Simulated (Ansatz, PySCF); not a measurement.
This PySCF input computes a PBE0/def2-TZVPD energy:

```python
from pyscf import gto, scf, dft

mol = gto.M(
    atom='''
    P    -0.00494663   -0.00315703    0.11662516
    H     0.03811855    1.04938416   -0.84687971
    H     0.03608089   -1.00202865   -0.90249773
    ''',
    basis='def2-tzvpd',
    charge=1,
    spin=0,
    verbose=4,
)

mf = dft.RKS(mol, xc='pbe0').density_fit(auxbasis='def2-universal-jkfit')
mf.grids.level = 3
mf.conv_tol = 1e-9
mf.max_cycle = 100
mf.max_memory = 1500
mf.kernel()
if not mf.converged:
    mf = mf.newton()
    mf.kernel(mf.make_rdm1())
mf.analyze()
```

Task: Write an input for the same energy in Ansatz (a program for electronic structure) and say what it gives.

Result: 
Ansatz 0.2 input:
```yaml
crystal:
  periodic: [false, false, false]
  atoms:
    - {symbol: P, position_ang: [-0.00494663, -0.00315703, 0.11662516]}
    - {symbol: H, position_ang: [0.03811855, 1.04938416, -0.84687971]}
    - {symbol: H, position_ang: [0.03608089, -1.00202865, -0.90249773]}
basis:
  gaussian:
    orbitals: def2-TZVPD
hamiltonian:
  xc: {name: PBE0}
total_charge: 1
output: {forces: true}
```
It gives -342.01354 Eh, and PySCF -342.01357 Eh, a difference of 0.03 mEh, from the treatment of integrals and grids.
